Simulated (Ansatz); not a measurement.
Cartesian coordinates (Å):
```xyz
6

C     -0.7305     0.0208     0.1206
C      0.5484     0.0975    -0.1996
Cl     1.7776    -0.8961     0.5223
H     -1.4427     0.6711    -0.3698
H     -1.0988    -0.6743     0.8622
H      0.9459     0.7811    -0.9357
```
Charge +1, spin multiplicity 2.

Computed with frozen-core CCSD(T)/def2-TZVPP // B3LYP-D3(BJ)/def2-TZVP run with Ansatz (an electronic-structure program). The geometry is that of the parent before the electron was removed.

- HF energy = -536.66633 Ha
- MP2 correlation energy = -0.46565 Ha

Estimate the CCSD correlation energy, the (T) correction, the total energy and the T1 diagnostic.


```yaml
CCSD correlation energy: -0.50741 Ha
"(T) correction": -0.02303 Ha
CCSD(T) total energy: -537.19677 Ha
T1 diagnostic: 0.036
```
